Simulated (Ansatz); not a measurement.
# C2H4Si (SMILES C=[Si]=C): functionals against CCSD(T) at one geometry

The task here is to estimate one member of a computed series from the others.

Computed with Ansatz 0.2.0, Gaussian basis. Level: single points in def2-TZVPP.

Correlated methods freeze the cores.

**The starting structure**

SMILES `C=[Si]=C`, 7 atoms, charge 0, spin multiplicity 1.

Atoms are counted from 1 here; the program's logs count them from 0.

Bond lengths: C1–Si2 1.821 Å, C1–H4 1.159 Å, C1–H5 1.168 Å, Si2–C3 1.873 Å, C3–H6 1.108 Å, C3–H7 1.132 Å. Angles: Si2–C1–H4 120.6°, Si2–C1–H5 119.7°, H4–C1–H5 114.4°, C1–Si2–C3 174.5°, Si2–C3–H6 118.0°, Si2–C3–H7 120.2°, H6–C3–H7 116.5°.

Coordinates:

| atom | x (Å) | y (Å) | z (Å) |
| --- | --- | --- | --- |
| C1 | -1.40730 | 0.43880 | -1.09320 |
| Si2 | -0.01650 | -0.00190 | -0.00300 |
| C3 | 1.52380 | -0.40880 | 0.98200 |
| H4 | -2.44390 | -0.06300 | -0.96070 |
| H5 | -1.44350 | 1.49800 | -1.58480 |
| H6 | 2.18980 | -1.20750 | 0.59850 |
| H7 | 1.55210 | -0.22050 | 2.09820 |

The first run:

Contents of run/in.yaml:

```yaml
crystal:
  periodic: [false, false, false]
  atoms:
    - {symbol: C, position_ang: [-1.407300, 0.438800, -1.093200]}
    - {symbol: Si, position_ang: [-0.016500, -0.001900, -0.003000]}
    - {symbol: C, position_ang: [1.523800, -0.408800, 0.982000]}
    - {symbol: H, position_ang: [-2.443900, -0.063000, -0.960700]}
    - {symbol: H, position_ang: [-1.443500, 1.498000, -1.584800]}
    - {symbol: H, position_ang: [2.189800, -1.207500, 0.598500]}
    - {symbol: H, position_ang: [1.552100, -0.220500, 2.098200]}
basis:
  gaussian: {orbitals: def2-TZVPP}
correlation: {method: ccsd_t}
output: {forces: true}
```

No record of the launch command was kept for these runs.

Among the steps run: CCSD(T)/def2-TZVPP; PBE0-D4/def2-TZVPP; wB97M-V/def2-TZVPP; r2SCAN-D4/def2-TZVPP; PBE-D4/def2-TZVPP; revPBE-D4/def2-TZVPP; SPW92/def2-TZVPP.

One table of the session follows, with a row left open; its other results are not shown here.

```
   method  RMS force component (eV/Å)  angle to CCSD(T) forces (°)  dipole (D)
  CCSD(T)                       0.976                    reference        0.33
  PBE0-D4                       1.057                          9.4        0.42
  wB97M-V                           ?                            ?           ?
r2SCAN-D4                       1.017                          7.6        0.39
   PBE-D4                       0.921                          8.8        0.40
revPBE-D4                       0.901                          7.8        0.38
    SPW92                       0.973                         17.1        0.46
```

Estimate the missing values for wB97M-V.

**Answer.** RMS force component (eV/Å): 1.104; angle to CCSD(T) forces (°): 11.1; dipole (D): 0.47. In the column «RMS force component (eV/Å)» it is the highest.
